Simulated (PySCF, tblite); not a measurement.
## Complex of boron trifluoride and methylamine

A gas-phase complex of boron trifluoride and methylamine; neutral, singlet. The structure comes from a short search (6 tight-binding starts) and was relaxed by PBE0-D3(BJ)/def2-SVPD; another way of binding may lie lower. No frequency run checks that it is a minimum.

Parts: 1 = boron trifluoride (FB(F)F), atoms 1–4; 2 = methylamine (CN), atoms 5–11.

```tsv
atom	part	x (Å)	y (Å)	z (Å)
F1	1	-1.435	0.306	-0.317
B2	1	-0.471	-0.244	0.500
F3	1	0.487	0.657	0.911
F4	1	0.051	-1.423	0.018
C5	2	-0.439	-1.267	2.903
N6	2	-1.283	-0.657	1.864
H7	2	0.355	-0.559	3.160
H8	2	0.016	-2.172	2.490
H9	2	-1.026	-1.514	3.795
H10	2	-1.732	0.193	2.204
H11	2	-2.030	-1.290	1.577
```

Contacts between parts, classed by geometry: B2···N6 1.641 Å (bond).

The parts are joined by the bond B2–N6, so these are energies of forming such bonds; deforming the relaxed parts to their shape in the adduct costs 24.9 kcal/mol, which the interaction energies leave out.

Interaction energies are complex less parts, with the parts frozen as they stand in it; counterpoise-corrected, in kcal/mol (PySCF).

**Question.** Give the interaction energy at each level run.

**Answer.** 
| level | interaction | superposition error removed |
| --- | --- | --- |
| wB97M-D3(BJ)/def2-SVPD | -54.32 | -2.89 |
| PBE0-D3(BJ)/def2-SVPD | -56.90 | -2.98 |

**Question.** What holds them together? Decompose the wB97M-D3(BJ)/def2-SVPD energy: frozen parts, their antisymmetrised product, then relaxation.

**Answer.** electrostatic -110.0, Pauli repulsion +143.1, orbital relaxation -87.5, dispersion correction -2.9 kcal/mol, which sum to the value before the counterpoise correction; the Pauli term holds the exchange-correlation of the frozen density too. Of the attraction, 55 % is electrostatic, 44 % is orbital relaxation, 1 % is dispersion correction.

The parts were also relaxed and run alone, at the levels used for the complex: shieldings by PBE0/pcSseg-2; core levels by delta-SCF with SCAN, pcX-2 on the ionised atom and pcseg-1 elsewhere, spin-free X2C.

**Question.** How do these values change when the complex forms?

**Answer.** 
| property | alone | in the complex | change |
| --- | --- | --- | --- |
| shielding of B2 (ppm) | 88.9 | 100.6 | +11.7 |
| shielding of N6 (ppm) | 244.5 | 204.2 | -40.3 |
| F1 1s core level (eV) | 694.71 | 691.92 | -2.79 |
| B2 1s core level (eV) | 202.41 | 199.43 | -2.98 |
| N6 1s core level (eV) | 405.10 | 408.24 | +3.15 |
